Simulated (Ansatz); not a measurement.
The cluster P₅⁺, relaxed as a singlet with RKS B3LYP-D4/def2-SVP in Ansatz, starting from the GFN1-xTB geometry. Force threshold 0.02 eV/Å.

The restricted singlet is unstable towards broken spin symmetry at other levels; at B3LYP-D4/def2-SVP this wasn't settled. Another isomer (singlet) lies 1.78 eV lower at PBE0-D4/def2-TZVP; other spin states weren't run for this one.

Start:

```xyz
5

P    -0.1272   -1.2310    0.1204
P    -0.1498    1.3689    0.8977
P    -0.6151   -0.3798    1.9267
P     0.4574   -0.8622   -1.8149
P     0.4346    1.1040   -1.1299
```

(1) Estimate the energy that the relaxation releases and the steps that it takes.

(2) Does the start keep its bonding and symmetry?

(3) Predict the relaxed structure.

## Answers

(1) 0.69 eV, in 19 steps; 13 s on 4 threads of Arm Neoverse V2 on a shared host. No frequencies were taken in this run, so the end may be a saddle point.

(2) Bonds lost: P2–P5 (atoms count from 1). Point group C2v at the start, C2v at the end, both within 0.05 Å; within 0.015 Å the end is C2.

(3) 
Cartesian coordinates in Å:
```
P 0.792 -0.616 0.299
P -0.075 1.148 1.664
P -1.261 -0.434 1.516
P -0.312 -0.846 -1.811
P 0.856 0.748 -1.669
```
Bond lengths: 6 × P–P 1.98 to 2.40 Å.
